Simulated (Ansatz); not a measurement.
Saddle point of CH7OSi, doublet (SiH₄O ([OH][SiH3]) + CH₃ → SiH₃O ([O][SiH3]) + CH₄; bonds formed: H1–C4; bonds broken: H1–O2), PBE0-D4/def2-TZVP structure:

| atom | x (Å) | y (Å) | z (Å) |
| --- | --- | --- | --- |
| H1 | 0.2407 | -0.9040 | -0.0076 |
| O2 | 0.6339 | -0.2157 | -1.1053 |
| Si3 | 0.1337 | 1.3559 | -0.9413 |
| C4 | -0.1786 | -1.3459 | 1.0218 |
| H5 | 0.7275 | 2.0219 | 0.2494 |
| H6 | -1.3468 | 1.4785 | -0.8572 |
| H7 | 0.6264 | 2.0066 | -2.1849 |
| H8 | 0.3278 | -0.8124 | 1.8231 |
| H9 | -1.2542 | -1.1850 | 1.0197 |
| H10 | 0.0896 | -2.3999 | 0.9822 |

Energies are electronic, without zero-point energy. Barriers and step energies count from the start structure reached by relaxing down the imaginary mode; all methods use the PBE0-D4 structures, on which another method's saddle can fall below an end. Computed with Ansatz 0.2.0 (basis: def2-TZVPP, with def2-QZVPP for the basis limit); correlated methods freeze the cores; orbitals are unrestricted. B3LYP uses VWN-RPA correlation. Extrapolation: Hartree–Fock as exp(−7.88 √X), correlation as X^−2.97.

```tsv
method	barrier (kJ/mol)	step energy (kJ/mol)
SPW92	?	55.8
PBE-D4	?	45.1
BLYP-D4	?	39.6
r2SCAN-D4	60.7	54.1
B97M-V	60.2	38.5
PBE0-D4	65.1	51.5
B3LYP-D4	61.3	46.8
r2SCAN0-D4	76.3	55.1
BHLYP-D4	82.3	43.9
CAM-B3LYP-D4	72.1	52.8
wB97X-V	71.6	47.4
wB97M-V	77.9	51.8
B2PLYP	78.1	58.1
PBE-QIDH	89.1	62.8
RPA on PBE	74.2	47.7
HF	117.9	25.5
MP2	114.7	84.3
CCSD	93.8	57.1
CCSD(T)	86.9	59.0
```

Q: Fill in the withheld barriers. (An estimate is asked for; the value comes from the calculation.)

A: The calculation gives: SPW92 24.4; PBE-D4 41.7; BLYP-D4 42.9 kJ/mol. Each is the energy of the saddle less that of the start structure, by the same method.

For comparison, the barrier by CCSD(T) at an estimated basis limit (MP2 extrapolated from triple and quadruple zeta, plus CCSD(T) − MP2 in triple zeta) is 90.8 kJ/mol.

T1 diagnostic: at most 0.023. ⟨S²⟩ of the unrestricted Hartree–Fock references: 0.76 to 0.78 (a pure state has 0.75).

Radical steps of this kind take place in plasma deposition and etching.

Labels in which every atom is bracketed show which atoms are joined, not bond orders.

For scale, one of the runs: CCSD(T)/def2-TZVPP, 202 basis functions, launched by `ansatz run in.yaml --threads 4 --pin off --events-out ev --progress --plain --max-ram 9574MiB`. Hardware: 4 CPU threads of an Arm Neoverse V1, shared host. Wall time 2.7 min; peak host memory 6.5 GiB.
